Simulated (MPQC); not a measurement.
**Two attempts at AlHO2 (SMILES [O]=[Al][OH])**

Aim: energy and forces of AlHO2 at BHLYP/MIDI (Huzinaga).

The results are computed with MPQC 2.3.1.

5 further runs of the same task are left out: 3 that didn't finish, 2 set aside as unsound or not needed.

### Step 1. The system as given

AlHO2: 4 atoms, total charge 0, spin state singlet. As SMILES, `[O]=[Al][OH]`. Geometry: a GFN2-xTB relaxation, a rough one for these elements and not checked as a minimum.

Bond lengths: O1–Al2 1.572 Å, Al2–O3 1.628 Å, O3–H4 0.949 Å. Angles: O1–Al2–O3 180.0°, Al2–O3–H4 179.6°.

### Step 2. Try one

File input.in:

```
molecule<Molecule>: (
   symmetry = c1
   unit = bohr
   { atoms geometry } = {
      O  [ -1.605830    -1.403740    -0.651200 ]
      Al [ -0.474020    -0.415070    -0.191330 ]
      O  [ 0.698750     0.609040     0.285100 ]
      H  [ 1.381100     1.209770     0.557430 ]
   }
)
basis<GaussianBasisSet>: (
   name = "MIDI (Huzinaga)"
   molecule = $:molecule
   puream = yes
)
mpqc: (
   checkpoint = no
   savestate = no
   restart = no
   do_energy = yes
   do_gradient = yes
   optimize = no
   mole<CLKS>: (
      molecule = $:molecule
      basis = $:basis
      total_charge = 0
      memory = 1000000000
      print_evals = yes
      print_npa = yes
      maxiter = 87
      functional<SumDenFunctional>: (
         a0 = 0.5
         coefs = [ 0.5 0.5 1 ]
         funcs: [ <SlaterXFunctional>: () <Becke88XFunctional>: () <LYPCFunctional>: () ]
      )
      integrator<RadialAngularIntegrator>: ( grid = fine )
      guess_wavefunction<CLHF>: (
         molecule = $:molecule
         total_charge = 0
         memory = 1000000000
         value_accuracy = 1e-3
         basis<GaussianBasisSet>: (
            name = "STO-3G"
            molecule = $:molecule
         )
      )
   )
)
```

Command:

```sh
$ mpqc input.in > input.out
```

Output:

```text
MPQC: Massively Parallel Quantum Chemistry
[...]
  Integrated electron density error = -0.015405660892
  iter     1 energy = -385.1863086384 delta = 4.08774e-01
  Integrated electron density error = -0.013864779354
  iter     2 energy = -385.5807580911 delta = 2.23842e-01
[...]
  Integrated electron density error = 0.000008274913
  iter    20 energy = -385.6079579309 delta = 6.25271e-07
  Integrated electron density error = 0.000008274951
  iter    21 energy = -385.6079579309 delta = 1.05096e-06
  Integrated electron density error = 0.000008274951
  iter    22 energy = -385.6079579309 delta = 4.80931e-08
[...]
  LUMO is    16   A =  -0.002168
  total scf energy = -385.6079579309
[...]
  Integrated electron density error = 0.000008267773
  Total Gradient:
[...]
Value of the MolecularEnergy: -385.6079579309
  Gradient of the MolecularEnergy:
      1   3.9325608464
      2   3.4373463608
      3   1.6010789843
      4   0.5973229469
      5   0.5215380746
      6   0.2410454738
      7  -2.2029539622
      8  -1.9124704087
      9  -0.9113643841
     10  -2.3269298310
     11  -2.0464140266
     12  -0.9307600739
[...]
        symmetry = c1
[...]
```

Run time: 14 s. Hardware: 1 thread of Intel Xeon at 2.50GHz (Skylake/Cascade Lake), shared host.

### Step 3. Diagnosis

It ran to the end. The result can't be trusted all the same.

The cause is that numbers in ångström are read as bohr, which shrinks the molecule to 0.53 of its size. As the program read them, the closest atoms are 0.50 Å apart, against 0.95 Å in the sound input.

### Step 4. Second attempt

File mol.in:

```
molecule<Molecule>: (
    symmetry = c1
    unit = angstrom
    { atoms geometry } = {
        O  [ -1.605830      -1.403740      -0.651200 ]
        Al [ -0.474020      -0.415070      -0.191330 ]
        O  [ 0.698750       0.609040       0.285100 ]
        H  [ 1.381100       1.209770       0.557430 ]
    }
)
basis<GaussianBasisSet>: (
    name = "MIDI (Huzinaga)"
    molecule = $:molecule
    puream = yes
)
mpqc: (
    checkpoint = no
    savestate = no
    restart = no
    do_energy = yes
    do_gradient = yes
    optimize = no
    mole<CLKS>: (
        molecule = $:molecule
        basis = $:basis
        total_charge = 0
        memory = 1000000000
        print_evals = yes
        print_npa = yes
        maxiter = 60
        functional<SumDenFunctional>: (
            a0 = 0.5
            coefs = [ 0.5 0.5 1 ]
            funcs: [ <SlaterXFunctional>: () <Becke88XFunctional>: () <LYPCFunctional>: () ]
        )
        integrator<RadialAngularIntegrator>: ( grid = fine )
        guess_wavefunction<CLHF>: (
            molecule = $:molecule
            total_charge = 0
            memory = 1000000000
            value_accuracy = 1e-3
            basis<GaussianBasisSet>: (
                name = "STO-3G"
                molecule = $:molecule
            )
        )
    )
)
```

Command:

```sh
$ mpqc mol.in > mol.out
```

Output:

```text
MPQC: Massively Parallel Quantum Chemistry
[...]
  Integrated electron density error = 0.004486970608
  iter     1 energy = -390.8352319178 delta = 2.67268e-01
  Integrated electron density error = 0.000175650410
  iter     2 energy = -390.7881830572 delta = 5.85607e-02
[...]
  Integrated electron density error = 0.000008525487
  iter    14 energy = -391.1599094374 delta = 2.59104e-07
  Integrated electron density error = 0.000008525488
  iter    15 energy = -391.1599094373 delta = 1.37805e-07
  Integrated electron density error = 0.000008525487
  iter    16 energy = -391.1599094373 delta = 6.00881e-08
[...]
  LUMO is    16   A =  -0.052143
  total scf energy = -391.1599094373
[...]
  Integrated electron density error = 0.000008517511
  Total Gradient:
[...]
Value of the MolecularEnergy: -391.1599094373
  Gradient of the MolecularEnergy:
      1    0.0392026009
      2    0.0344718816
      3    0.0159358406
      4   -0.0455745298
      5   -0.0398222730
      6   -0.0185604163
      7    0.0120189154
      8    0.0102748230
      9    0.0049161332
     10   -0.0056469865
     11   -0.0049244316
     12   -0.0022915575
[...]
        symmetry = c1
[...]
```

It took 9 s on 1 thread of Intel Xeon at 2.50GHz (Skylake/Cascade Lake), shared host.

### Step 5. Summary of results

At BHLYP/MIDI (Huzinaga):

```
                quantity          value
            total energy  -391.15991 Eh
             HOMO energy       -8.53 eV
             LUMO energy       -1.42 eV
           HOMO–LUMO gap        7.11 eV
largest force on an atom     3.255 eV/Å
```

In words: The first attempt's energy was +151.076 eV off this one. The largest force is 3.26 eV/Å: the shape isn't a stationary point for this species at this level.
